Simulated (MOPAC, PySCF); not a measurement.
C₃H₄, SMILES `C=C=C`, neutral singlet in the gas phase. 

Cartesian coordinates (Å):
```xyz
7

C     -1.3001     0.0119    -0.0055
C      0.0000     0.0001     0.0000
C      1.3001    -0.0119     0.0055
H     -1.8594     0.7076     0.6095
H     -1.8667    -0.6735    -0.6253
H      1.8717     0.6005    -0.6824
H      1.8544    -0.6347     0.6982
```
Charge 0, spin multiplicity 1.

All levels are single points at this geometry (B3LYP-D3(BJ)/def2-TZVP); Pople sets use spherical d functions. Orbital energies aren't observables, and empty levels follow the basis.

| level | HOMO (eV) | LUMO (eV) | gap (eV) | dipole (D) | vertical IE, Delta-SCF (eV) |
|---|---|---|---|---|---|
| B3LYP-D3(BJ)/def2-TZVP in PySCF | -7.50 | 0.06 | 7.56 | 0.00 | 10.08 |
| M06-2X/def2-TZVP in PySCF | -8.95 | 1.24 | 10.19 | 0.00 | 10.25 |
| PBE-D3(BJ)/def2-TZVP in PySCF | -6.55 | -0.71 | 5.84 | 0.00 | 10.02 |
| PBE/6-31G* in PySCF | -6.21 | -0.22 | 5.99 | 0.00 | – |
| PM3 in MOPAC | -10.17 | 1.11 | 11.28 | 0.00 | – |
| PM7 in MOPAC | -10.42 | 0.96 | 11.39 | 0.00 | – |
